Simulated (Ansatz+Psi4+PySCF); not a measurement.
doublet CHO2: levels of theory in one basis

```xyz
4

C     0.0000    0.0000    0.0000
H     0.0000    0.0000   -1.0900
O     0.0000    1.1125    0.5915
O     0.0000   -1.1125    0.5915
```

Basis set: cc-pVTZ (spherical functions). Frozen core: 3 orbitals. Correlation on ROHF uses semicanonical orbitals with singles. Charge 0, multiplicity 2.

Computed with Ansatz (development build ahead of 0.2.0); each method stands on the lowest determinant of its kind that the runs found.

```tsv
method	E − E(ROHF) (eV)	<S²> of the determinant
ROHF	0.00	0.75
UHF	-0.29	1.02
ROHF-MP2	-15.79	–
UHF-MP2	-15.06	1.02
ROHF-CCSD	-16.17	–
UHF-CCSD	-16.02	1.02
ROHF-CCSD(T)	-16.89	–
UHF-CCSD(T)	-16.66	1.02
```

The restricted and unrestricted rows may stand on different electronic states: another unrestricted solution lies nearer the restricted one.

Caution for ROHF, ROHF-MP2, ROHF-CCSD, ROHF-CCSD(T): the determinant breaks the point group. Caution for UHF, UHF-MP2, UHF-CCSD, UHF-CCSD(T): the unrestricted determinant is spin contaminated. Caution for ROHF-MP2, ROHF-CCSD, ROHF-CCSD(T): large amplitudes, a single reference is doubtful. Caution for ROHF-MP2, UHF-MP2, ROHF-CCSD(T), UHF-CCSD(T): another reference gives a lower total. Caution for UHF-MP2, UHF-CCSD, UHF-CCSD(T): a plain start can end on a higher determinant.
